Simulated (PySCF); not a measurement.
Work out the structure from these simulated measurements.

Formula: CF2O.

- XPS: C1s 299.5, O1s 540.4, F1s 695.6 (×2) eV [ΔSCF SCAN, pcX-2 on the ionised atom, pcseg-1 elsewhere, spin-free X2C]
- Valence photoelectron: vertical ionisation energy: 13.71 eV [ΔSCF CAM-B3LYP/def2-SVPD]
- Rotational structure: rotational constants A, B, C: 11.895, 11.838, 5.933 GHz [PBE0-D3(BJ)/def2-SVP]
- 13C NMR: chemical shifts (computed TMS as zero) by class: 143.3 (1 C) ppm [GIAO PBE0/pcSseg-1]
- Dipole: 1.11 D [CAM-B3LYP/def2-SVPD]
- UV, first state: lowest singlet excitation: 7.10 eV (175 nm, f = 0.000) [TDDFT CAM-B3LYP/def2-SVPD]
- NMR, other nuclei: isotropic shieldings of nuclei other than C and H, by class: 12 (1 O), 199 (2 F) ppm [GIAO PBE0/pcSseg-1]
- Couplings: largest of the computed one-bond spin–spin couplings (means over like bonds): 19F–13C -403.6 (×2), 17O–13C +21.5 Hz [B3LYP/pcJ-1]
- Polarisability: 18.3 au [CAM-B3LYP/def2-SVPD]

Electronic properties: PySCF, gas phase, density fitting. Levels stand in brackets. Geometry: PBE0-D3(BJ)/def2-SVP; no solvent, vibrations or thermal averaging. NMR classes are plain means over equivalent atoms (diastereotopic ones count apart unless rotation or inversion swaps them), as if these changed places fast.

Question: What is the compound? Reason from the data.

Answer: Numbering: `[O:1]=[C:2]([F:3])[F:4]`. Its formula, CF2O, gives 1 degree of unsaturation: 0 rings and 1 π bond in the structure found. The one carbon: carbonyl carbon [C2] (143.3 ppm). The other shieldings belong to: 12 ppm, carbonyl oxygen [O1]; 199 ppm, acyl fluorine [F3/F4]. The couplings run between: -403.6 Hz, acyl fluorine [F3] and carbonyl carbon [C2] (with 1 like pair); +21.5 Hz, carbonyl oxygen [O1] and carbonyl carbon [C2]. The core levels belong to: C1s 299.5 eV, carbonyl carbon [C2]; O1s 540.4 eV, carbonyl oxygen [O1]; F1s 695.6 eV, acyl fluorine [F3/F4]. The first electron is taken from the HOMO, whose largest Löwdin shares are 0.72 on the carbonyl oxygen, 0.10 on each of 2 atoms of one kind (acyl fluorine) and 0.08 on the carbonyl carbon. The optimised geometry has point group C2v and is an asymmetric top. Structure: carbonyl fluoride (`FC(=O)F`). The assignments are read from this structure; whether some other isomer fits the data as well wasn't checked.
